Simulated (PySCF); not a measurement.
## Silicon: a sound run and one with changed settings

Sound run: Si [Ne] 3s2 3p2, Si⁺ [Ne] 3s2 3p1. Calculation: PySCF 2.14, in x2c-TZVPall (5s5p2d1f, 37 functions); scalar relativity by spin-free X2C-1e. In the sound run the correlated levels freeze [Ne]. The sound run starts from symmetry-adapted Hartree-Fock orbitals and uses a fine grid where one is needed.

Changed run: a valence shell is frozen. This setting is unsound on purpose.

```csv
species,method,sound run (hartree),changed run (hartree),converged
Si,MP2,-289.50881,-289.45977,yes
Si,CCSD(T),-289.52977,-289.46251,yes
```

Ionisation energy of Si:

| method | sound run (eV) | changed run (eV) |
| --- | --- | --- |
| UHF | 7.630 | 7.630 |
| MP2 | 8.026 | 7.783 |
| SCS-MP2 | 7.942 | 7.681 |
| CCSD | 8.057 | 7.858 |
| CCSD(T) | 8.094 | 7.858 |
| CCSDT | n/a | 7.858 |
| FCI | n/a | 7.858 |

Freezing a valence shell removes pair correlation that changes on ionisation.

For comparison, NIST gives 8.152 eV between the lowest levels.
